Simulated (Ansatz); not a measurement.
# SiCl, quartet in 6-31G: errors against full CI

Geometry: a point of a stretch scan, not a stationary point.

```xyz
2

Si    0.0000    0.0000    0.0000
Cl    0.0000    0.0000    7.0280
```

Basis 6-31G; Ansatz 0.2.0. Correlated methods freeze the noble-gas cores, which leaves 11 electrons in 16 orbitals. R marks a restricted (for open shells ROHF) determinant, U an unrestricted one. Active spaces: pair = (5e, 5o) about the gap; valence = (11e, 8o) chosen from the atoms' valence shells.

Full CI is exact within this basis and frozen core; it isn't the basis-set limit. The frozen core follows each run's orbitals, which can shift R against U totals by a few meV.

For open shells CISD and CISDTQ are restricted-active-space CI with the open shells as a complete middle space.

The UHF ⟨S²⟩ is 3.751 and the T1 diagnostic (RCCSD) is 0.0058. The largest doubles amplitude (RCCSD) is 0.111 and the T1 diagnostic (UCCSD) is 0.0049.

```csv
level,E − E(full CI) (mEh),share of correlation (%),wall time
RHF,54.74,0.00,–
UHF,54.56,0.32,–
RMP2,14.83,72.91,–
UMP2,14.73,73.09,–
CISD,2.11,96.15,4.5 s
RCCSD,0.52,99.06,–
UCCSD,0.51,99.08,–
RCCSD(T),0.11,99.80,9.5 s
UCCSD(T),0.10,99.82,7 s
BCCD(T),0.12,99.78,7.5 s
RCCSDT,-0.01,100.02,–
UCCSDT,-0.02,100.03,–
CISDTQ,0.06,99.89,52 s
RCCSDT(Q),0.01,99.98,15 s
UCCSDT(Q),0.00,100.00,13 s
RCCSDTQ,0.01,99.99,4.7 min
UCCSDTQ,0.00,100.01,5.6 min
CASSCF (pair space),41.61,23.98,–
NEVPT2 (pair space),9.97,81.78,6.5 s
MRCISD (pair space),1.27,97.68,–
MRCISD+Q (pair space),0.25,99.54,7 s
CASSCF (valence space)†,41.66,–,–
NEVPT2 (valence space)†,14.49,–,4.7 s
MRCISD (valence space)†,1.30,–,–
MRCISD+Q (valence space)†,0.29,–,6.5 s
```

A dagger marks rows that describe another state than the reference (another or a broken symmetry, a higher spin or other natural occupations), so the difference isn't the method's error.

The correlation energy at full CI, counted from RHF, is -1.489 eV. That run took 4.9 min on 1 thread of Arm Neoverse N1, shared host over 5,205,200 determinants.

Times hold each run's SCF and search for its determinant on a shared host, so for small cases they say little of a method's own cost; they ran on 1 thread of Arm Neoverse N1.

The full-CI state has the irrep B2 of C2v, in the program's axes (one component, if the state is degenerate).

Natural occupations of full CI about the gap: 1.993 1.989 1.951 1.887 1.099 0.997 0.898 0.134 0.010 0.010; effectively unpaired electrons, Σ n²(2−n)², 3.08.
